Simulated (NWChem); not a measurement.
Program: NWChem. System: CF$_{4}$, charge 1, spin multiplicity 2, at the geometry of a parent with another charge or spin, in a state set for the comparison that need not be this species' ground state. Its SCF solution wasn't tested for a lower state. Level: UHF/def2-SVPD.

Job file:

```
start mol
memory heap 200 mb stack 800 mb global 1000 mb
charge 1
geometry units angstroms nocenter noautoz
  F      1.074234     0.000000    -0.759589
  C      0.000000     0.000000    -0.000000
  F     -1.074234     0.000000    -0.759589
  F      0.000000    -1.074227     0.759589
  F      0.000000     1.074227     0.759589
  symmetry group C2v
end
basis spherical
  * library def2-svpd
end
scf
  uhf
  nopen 1
  maxiter 100
  thresh 1e-7
  semidirect memsize 60000000 filesize 0
  # guess.movecs holds the orbitals of an unrestricted PBE0 run
  vectors input guess.movecs output mol.movecs
end
task scf energy
```

Output (cleaned and shortened):

```
             Northwest Computational Chemistry Package (NWChem) 7.3.0
             --------------------------------------------------------

                                NWChem Input Module
                                -------------------

 Scaling coordinates for geometry "geometry" by  1.889725989
 (inverse scale =  0.529177249)

 Turning off AUTOSYM since
 SYMMETRY directive was detected!

                             Geometry "geometry" -> ""
                             -------------------------

 Output coordinates in angstroms (scale by  1.889725989 to convert to a.u.)

  No.       Tag          Charge          X              Y              Z
 ---- ---------------- ---------- -------------- -------------- --------------
    1 F                    9.0000     1.07423400     0.00000000    -0.75958900
    2 C                    6.0000     0.00000000     0.00000000     0.00000000
    3 F                    9.0000    -1.07423400     0.00000000    -0.75958900
    4 F                    9.0000     0.00000000    -1.07422700     0.75958900
    5 F                    9.0000     0.00000000     1.07422700     0.75958900

 Effective nuclear repulsion energy (a.u.)     206.5833605567

            Nuclear Dipole moment (a.u.)
            ----------------------------
        X                 Y               Z
 ---------------- ---------------- ----------------
     0.0000000000     0.0000000000     0.0000000000

      Symmetry information
      --------------------

 Group name             C2v
 Group number             16
 Group order               4
 No. of unique centers     3

      Symmetry unique atoms

     1    2    4


 Summary of "ao basis" -> "" (spherical)
 ------------------------------------------------------------------------------
       Tag                 Description            Shells   Functions and Types
 ---------------- ------------------------------  ------  ---------------------
 *                         def2-svpd                  on all atoms

 Summary of "ao basis" -> "ao basis" (spherical)
 ------------------------------------------------------------------------------
       Tag                 Description            Shells   Functions and Types
 ---------------- ------------------------------  ------  ---------------------
 F                         def2-svpd                 9       23   4s3p2d
 C                         def2-svpd                 8       20   4s2p2d

                                 NWChem SCF Module
                                 -----------------

  ao basis        = "ao basis"
  functions       =   112
  atoms           =     5
  alpha electrons =    21
  beta  electrons =    20
  charge          =   1.00
  wavefunction    = UHF
  use symmetry    = T
  symmetry adapt  = T

 Summary of "ao basis" -> "ao basis" (spherical)
 ------------------------------------------------------------------------------
       Tag                 Description            Shells   Functions and Types
 ---------------- ------------------------------  ------  ---------------------
 F                         def2-svpd                 9       23   4s3p2d
 C                         def2-svpd                 8       20   4s2p2d

      Symmetry analysis of basis
      --------------------------

        a1         42
        a2         16
        b1         27
        b2         27

 Forming initial guess at       0.1s

   Symmetry analysis of molecular orbitals - initial alpha
   -------------------------------------------------------

  Numbering of irreducible representations:

     1 a1          2 a2          3 b1          4 b2

  Orbital symmetries:

     1 b2          2 a1          3 b1          4 a1          5 a1
     6 a1          7 b2          8 a1          9 b1         10 a1
    11 b2         12 a1         13 b1         14 a1         15 a2
    16 b2         17 b1         18 a1         19 b2         20 a2
    21 b1         22 a1         23 b2         24 a1         25 b1
    26 a1         27 b2         28 b1         29 a1         30 a1
    31 a2

   Symmetry analysis of molecular orbitals - initial beta
   ------------------------------------------------------

  Numbering of irreducible representations:

     1 a1          2 a2          3 b1          4 b2

  Orbital symmetries:

     1 b2          2 a1          3 b1          4 a1          5 a1
     6 a1          7 b2          8 a1          9 b1         10 a1
    11 b2         12 a1         13 b1         14 a2         15 a1
    16 b1         17 a1         18 b2         19 b1         20 a2
    21 b2         22 a1         23 b2         24 a1         25 b1
    26 a1         27 b2         28 b1         29 a1         30 a2
    31 a1

 Starting SCF solution at       0.1s

 ----------------------------------------------
         Quadratically convergent UHF

 Convergence threshold     :          1.000E-07
 Maximum no. of iterations :          100
 Integral*density screening:          1.000E-09
 ----------------------------------------------

              iter       energy          gnorm     gmax       time
             ----- ------------------- --------- --------- --------
                 1     -434.6442608181  5.85D-01  8.53D-02      0.7
  ga_iter_lsolve: convergence stagnant ... aborting solve

 Disabled NR: increased maxiter to 110

                 2     -434.6761273776  1.80D-01  4.17D-02      1.0
                 3     -434.6851614165  1.97D-01  6.83D-02      1.2
                 4     -434.6958103885  1.99D-01  3.92D-02      1.5
                 5     -434.7040418148  1.45D-01  4.56D-02      1.6
                 6     -434.7076196483  9.01D-02  2.99D-02      1.8
[...]
  ----- ------------  ---------------      ----- ------------  ---------------
     6      0.447025  1 F  py                49      0.447025  3 F  py
     9     -0.307662  1 F  py                52     -0.307662  3 F  py
    73     -0.174427  4 F  pz                96      0.174427  5 F  pz

 Vector   20  Occ=1.000000D+00  E=-9.792410D-01  Symmetry=a2
              MO Center=  5.3D-16,  5.2D-17, -6.7D-01, r^2= 1.7D+00
   Bfn.  Coefficient  Atom+Function         Bfn.  Coefficient  Atom+Function
  ----- ------------  ---------------      ----- ------------  ---------------
     6      0.474266  1 F  py                49     -0.474266  3 F  py
     9     -0.327512  1 F  py                52      0.327512  3 F  py

 Vector   21  Occ=1.000000D+00  E=-9.543509D-01  Symmetry=b1
              MO Center=  3.5D-16, -6.9D-19, -7.1D-01, r^2= 1.6D+00
   Bfn.  Coefficient  Atom+Function         Bfn.  Coefficient  Atom+Function
  ----- ------------  ---------------      ----- ------------  ---------------
     5      0.385053  1 F  px                48      0.385053  3 F  px
     7      0.307137  1 F  pz                50     -0.307137  3 F  pz
     8     -0.261091  1 F  px                51     -0.261091  3 F  px
    10     -0.216943  1 F  pz                53      0.216943  3 F  pz

 Vector   22  Occ=0.000000D+00  E=-9.736017D-02  Symmetry=a1
              MO Center= -5.6D-16, -4.4D-17,  8.1D-01, r^2= 8.1D+00
   Bfn.  Coefficient  Atom+Function         Bfn.  Coefficient  Atom+Function
  ----- ------------  ---------------      ----- ------------  ---------------
    27      6.711469  2 C  s                 70     -2.158346  4 F  s
    93     -2.158346  5 F  s                  4     -1.714882  1 F  s
    47     -1.714882  3 F  s                 26      1.477362  2 C  s
    78     -0.581175  4 F  py               101      0.581175  5 F  py
    79      0.575624  4 F  pz               102      0.575624  5 F  pz

 Vector   23  Occ=0.000000D+00  E=-3.984300D-02  Symmetry=b2
              MO Center=  4.7D-17, -1.2D-14,  5.3D-01, r^2= 9.7D+00
   Bfn.  Coefficient  Atom+Function         Bfn.  Coefficient  Atom+Function
  ----- ------------  ---------------      ----- ------------  ---------------
    70      1.851554  4 F  s                 93     -1.851554  5 F  s
    78      1.397589  4 F  py               101      1.397589  5 F  py
    12      0.582362  1 F  py                55      0.582362  3 F  py
    79     -0.452750  4 F  pz               102      0.452750  5 F  pz
    40      0.340360  2 C  d -1              32      0.308702  2 C  py

 Vector   24  Occ=0.000000D+00  E=-3.232673D-02  Symmetry=a1
              MO Center=  8.1D-16, -8.6D-16, -1.0D-01, r^2= 9.4D+00
   Bfn.  Coefficient  Atom+Function         Bfn.  Coefficient  Atom+Function
  ----- ------------  ---------------      ----- ------------  ---------------
    27      2.276113  2 C  s                  4     -1.954163  1 F  s
    47     -1.954163  3 F  s                 79     -1.042190  4 F  pz
   102     -1.042190  5 F  pz                13     -0.860685  1 F  pz
    56     -0.860685  3 F  pz                11      0.584419  1 F  px
    54     -0.584419  3 F  px                70      0.585254  4 F  s

                     UHF Final Beta Molecular Orbital Analysis
                     -----------------------------------------

 Vector   18  Occ=1.000000D+00  E=-9.756291D-01  Symmetry=a2
              MO Center= -4.0D-14,  3.5D-15, -6.4D-01, r^2= 1.7D+00
   Bfn.  Coefficient  Atom+Function         Bfn.  Coefficient  Atom+Function
  ----- ------------  ---------------      ----- ------------  ---------------
     6      0.469224  1 F  py                49     -0.469224  3 F  py
     9     -0.324563  1 F  py                52      0.324563  3 F  py

 Vector   19  Occ=1.000000D+00  E=-9.557310D-01  Symmetry=b1
              MO Center= -5.9D-14, -3.5D-18, -7.1D-01, r^2= 1.6D+00
   Bfn.  Coefficient  Atom+Function         Bfn.  Coefficient  Atom+Function
  ----- ------------  ---------------      ----- ------------  ---------------
     5      0.381173  1 F  px                48      0.381173  3 F  px
     7      0.311624  1 F  pz                50     -0.311624  3 F  pz
     8     -0.258146  1 F  px                51     -0.258146  3 F  px
    10     -0.219476  1 F  pz                53      0.219476  3 F  pz

 Vector   20  Occ=1.000000D+00  E=-9.270422D-01  Symmetry=a1
              MO Center= -1.8D-14,  1.8D-13,  6.6D-01, r^2= 1.6D+00
   Bfn.  Coefficient  Atom+Function         Bfn.  Coefficient  Atom+Function
  ----- ------------  ---------------      ----- ------------  ---------------
    73      0.363746  4 F  pz                96      0.363746  5 F  pz
    76     -0.277122  4 F  pz                99     -0.277122  5 F  pz
    72      0.180609  4 F  py                95     -0.180609  5 F  py

 Vector   21  Occ=0.000000D+00  E=-5.166517D-01  Symmetry=b2
              MO Center= -4.0D-18, -1.4D-13,  7.0D-01, r^2= 1.8D+00
   Bfn.  Coefficient  Atom+Function         Bfn.  Coefficient  Atom+Function
  ----- ------------  ---------------      ----- ------------  ---------------
    72      0.357320  4 F  py                95      0.357320  5 F  py
    75     -0.291133  4 F  py                98     -0.291133  5 F  py
    73      0.276132  4 F  pz                96     -0.276132  5 F  pz
    76     -0.230689  4 F  pz                99      0.230689  5 F  pz

 Vector   22  Occ=0.000000D+00  E=-9.519278D-02  Symmetry=a1
              MO Center=  2.7D-15,  1.5D-15,  6.9D-01, r^2= 8.4D+00
   Bfn.  Coefficient  Atom+Function         Bfn.  Coefficient  Atom+Function
  ----- ------------  ---------------      ----- ------------  ---------------
    27      6.899177  2 C  s                 70     -2.189020  4 F  s
    93     -2.189020  5 F  s                  4     -1.798516  1 F  s
    47     -1.798516  3 F  s                 26      1.487265  2 C  s
    78     -0.595582  4 F  py               101      0.595582  5 F  py
    79      0.547915  4 F  pz               102      0.547915  5 F  pz

 Vector   23  Occ=0.000000D+00  E=-3.459108D-02  Symmetry=b2
              MO Center= -1.4D-16, -1.2D-14,  6.1D-01, r^2= 9.8D+00
   Bfn.  Coefficient  Atom+Function         Bfn.  Coefficient  Atom+Function
  ----- ------------  ---------------      ----- ------------  ---------------
    70      1.953118  4 F  s                 93     -1.953118  5 F  s
    78      1.424618  4 F  py               101      1.424618  5 F  py
    12      0.610961  1 F  py                55      0.610961  3 F  py
    79     -0.525455  4 F  pz               102      0.525455  5 F  pz
    40      0.349694  2 C  d -1              32      0.334761  2 C  py

 center of mass
 --------------
 x =   0.00000000 y =   0.00000000 z =   0.00000000

 moments of inertia (a.u.)
 ------------------
         313.158654705022           0.000000000000           0.000000000000
           0.000000000000         313.160695362941           0.000000000000
           0.000000000000           0.000000000000         313.162425355430

  Mulliken analysis of the total density
  --------------------------------------

    Atom       Charge   Shell Charges
 -----------   ------   -------------------------------------------------------
    1 F    9     9.48   1.99  1.14  0.83  0.08  3.31  1.98  0.13  0.01  0.00
    2 C    6     3.75   1.99  0.88 -0.46 -0.07  1.70 -0.30  0.26 -0.24
    3 F    9     9.48   1.99  1.14  0.83  0.08  3.31  1.98  0.13  0.01  0.00
    4 F    9     9.14   1.99  1.19  0.80  0.05  3.22  1.76  0.11  0.01  0.02
    5 F    9     9.14   1.99  1.19  0.80  0.05  3.22  1.76  0.11  0.01  0.02

  Mulliken analysis of the alpha density
  --------------------------------------

    Atom       Charge   Shell Charges
 -----------   ------   -------------------------------------------------------
    1 F    9     4.74   1.00  0.57  0.41  0.04  1.65  0.99  0.07  0.01  0.00
    2 C    6     1.78   0.99  0.43 -0.24 -0.04  0.82 -0.18  0.13 -0.13
    3 F    9     4.74   1.00  0.57  0.41  0.04  1.65  0.99  0.07  0.01  0.00
    4 F    9     4.87   1.00  0.61  0.39  0.02  1.85  0.95  0.05  0.01  0.00
    5 F    9     4.87   1.00  0.61  0.39  0.02  1.85  0.95  0.05  0.01  0.00

   Mulliken analysis of the beta density
   -------------------------------------

    Atom       Charge   Shell Charges
 -----------   ------   -------------------------------------------------------
    1 F    9     4.74   1.00  0.57  0.41  0.04  1.66  0.99  0.07  0.01  0.00
    2 C    6     1.97   0.99  0.45 -0.22 -0.04  0.88 -0.11  0.13 -0.12
    3 F    9     4.74   1.00  0.57  0.41  0.04  1.66  0.99  0.07  0.01  0.00
    4 F    9     4.28   1.00  0.58  0.41  0.02  1.37  0.82  0.06  0.01  0.01
    5 F    9     4.28   1.00  0.58  0.41  0.02  1.37  0.82  0.06  0.01  0.01

   Mulliken analysis of the spin density
   -------------------------------------

    Atom       Charge   Shell Charges
 -----------   ------   -------------------------------------------------------
    1 F    9     0.00  -0.00 -0.00  0.00  0.00 -0.00  0.00  0.00 -0.00  0.00
    2 C    6    -0.19  -0.00 -0.02 -0.01 -0.00 -0.07 -0.07 -0.01 -0.01
    3 F    9     0.00  -0.00 -0.00  0.00  0.00 -0.00  0.00  0.00 -0.00  0.00
    4 F    9     0.59  -0.00  0.02 -0.02 -0.00  0.47  0.13 -0.00 -0.00 -0.01
    5 F    9     0.59  -0.00  0.02 -0.02 -0.00  0.47  0.13 -0.00 -0.00 -0.01

       Multipole analysis of the density wrt the origin
       ------------------------------------------------

     L   x y z        total         alpha         beta         nuclear
     -   - - -        -----         -----         ----         -------
     0   0 0 0      1.000000    -21.000000    -20.000000     42.000000

     1   1 0 0      0.000000      0.000000      0.000000      0.000000
     1   0 1 0     -0.000000     -0.000000     -0.000000      0.000000
     1   0 0 1      0.865067     -0.292143      1.157209      0.000000

     2   2 0 0    -17.074546    -45.631386    -45.619937     74.176778
     2   1 1 0     -0.000000     -0.000000     -0.000000      0.000000
     2   1 0 1     -0.000000     -0.000000     -0.000000      0.000000
     2   0 2 0    -13.449141    -46.462531    -41.162422     74.175811
     2   0 1 1     -0.000000     -0.000000      0.000000      0.000000
     2   0 0 2    -15.592973    -45.979767    -43.788198     74.174992

 Task  times  cpu:        5.0s     wall:        5.0s

 Total times  cpu:        5.0s     wall:        5.0s
```
